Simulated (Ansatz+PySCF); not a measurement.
# doublet LiF(+): levels of theory in one basis

```xyz
2

Li    0.0000    0.0000   -1.0194
F     0.0000    0.0000    1.0194
```

Basis set: cc-pCVTZ on Li; cc-pVTZ on F (spherical functions). Left uncorrelated: 1 orbital. Correlation on ROHF uses semicanonical orbitals with singles. Charge 1, multiplicity 2.

Computed with Ansatz (development build ahead of 0.2.0); each method stands on the lowest determinant of its kind that the runs found.

```csv
method,E − E(ROHF) (eV),<S²> of the determinant
ROHF,0.00,0.75
UHF,-0.13,0.75
ROHF-MP2,-6.61,–
UHF-MP2,-6.60,0.75
ROHF-CCSD(T),-7.13,–
UHF-CCSD(T),-7.13,0.75
```

Task: What does UHF-CCSD give on the same scale?

Result: -7.02 eV.

Task: Is a single determinant a sound starting point here?

Result: By this sign, yes. Unrestricted orbitals gain 0.13 eV and <S²> is 0.75 against 0.75 for a pure state.
